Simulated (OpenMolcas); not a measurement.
**C3H6O (SMILES C1COC1): methods side by side**

The species is C3H6O (10 atoms), meant as a singlet with charge 0. SMILES: `C1COC1`. The shape is that of a PBE0-D4/def2-TZVP optimisation.

Quantity: the dipole moment, in D. The values are calculated.

```csv
level,kind,program,value (D),CPU time
BLYP/6-31G* (spherical functions),GGA,OpenMolcas,1.81,32 s
M06-L/6-31G* (spherical functions),meta-GGA,OpenMolcas,1.93,43 s
TPSS/6-31G* (spherical functions),meta-GGA,OpenMolcas,1.89,43 s
r2SCAN/6-31G* (spherical functions),meta-GGA,OpenMolcas,1.94,41 s
BHLYP/6-31G* (spherical functions),global hybrid,OpenMolcas,?,31 s
M06-2X/6-31G* (spherical functions),hybrid meta-GGA,OpenMolcas,?,41 s
PBE0/6-31G* (spherical functions),global hybrid,OpenMolcas,1.97,33 s
B3LYP/6-31G* (Cartesian functions),global hybrid,OpenMolcas,1.95,35 s
```

Q: Estimate what the levels marked ? give.

A: As computed at these levels: BHLYP/6-31G* (spherical functions): 2.09 D; M06-2X/6-31G* (spherical functions): 2.02 D. Measured: 1.94 D (NIST CCCBDB). Nearest: r2SCAN/6-31G* (spherical functions) (0.00 D); farthest: BHLYP/6-31G* (spherical functions) (+0.15 D). The measured dipole is a vibrational average, so differences of a few hundredths of a debye mean little. Computed less measured by kind, in D (6-31G* rows): GGA -0.13; meta-GGA -0.05 to +0.00; global hybrid +0.01 to +0.15. CPU times are rough (shared hosts, several kinds of processor): they show what a rung costs within a factor of a few.
